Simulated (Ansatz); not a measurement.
## Exact exchange and the vertical energy of the triplet above the singlet of HF (hydrogen fluoride)

The species is HF (2 atoms), meant as a singlet with charge 0. SMILES: `F`. The coordinates come from a PBE0-D4/def2-TZVP relaxation.

The vertical energy of the triplet above the singlet y, in eV, basis cc-pVDZ; a is the functional's share of exact exchange. Programs: Ansatz 0.2.0.

| functional | program | a | y (eV) |
| --- | --- | --- | --- |
| PBE | Ansatz | 0 | 10.15 |
| revPBE | Ansatz | 0 | 10.10 |
| B3LYP | Ansatz | 0.2 | ? |
| r2SCAN0 | Ansatz | 0.25 | 10.00 |
| PBE0 | Ansatz | 0.25 | 10.07 |
| BHLYP | Ansatz | 0.5 | 9.93 |

Question: Fit y = c + s·a to the known rows and predict B3LYP.

Answer: 
1. Means of the 5 rows: a = 0.2000, y = 10.050.
2. Σ(Δa)² = 0.175, Σ(Δa·Δy) = -0.0675, so the slope is -0.0675/0.175 = -0.38571.
3. Intercept: 10.050 − (-0.38571) × 0.2000 = 10.127. The largest residual of the fit is 0.039.
4. B3LYP: 10.127 + (-0.38571) × 0.2 = 10.05 eV.

The run gave 10.11 eV, so the prediction is off by -0.06 eV, about the largest residual. Exact exchange favours the state with more unpaired electrons. The rows mix families of semi-local functionals, which the line can't see.
